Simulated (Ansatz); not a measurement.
Results of HSE06-D3(BJ) (Ansatz, a program for electronic structure, plane waves, PAW) for rock-salt BaS.

Numerical settings: plane-wave cutoff 460 eV, 8×8×8 k mesh, Fermi–Dirac smearing 0.01 eV, scalar-relativistic PAW data made under PBE.

Properties against volume:

```csv
V (Å³/atom),P (GPa),direct gap at Γ (eV),smallest gap on the k mesh (eV)
29.788,2.88,5.025,2.955
30.572,1.37,5.025,3.006
31.356,0.05,4.880,3.052
31.890,-0.76,4.785,3.080
32.924,-2.11,4.610,3.129
```

The fundamental gap (3.05 eV at the equilibrium volume, on the SCF mesh) lies elsewhere than Γ–Γ.

Spin–orbit coupling is not included.
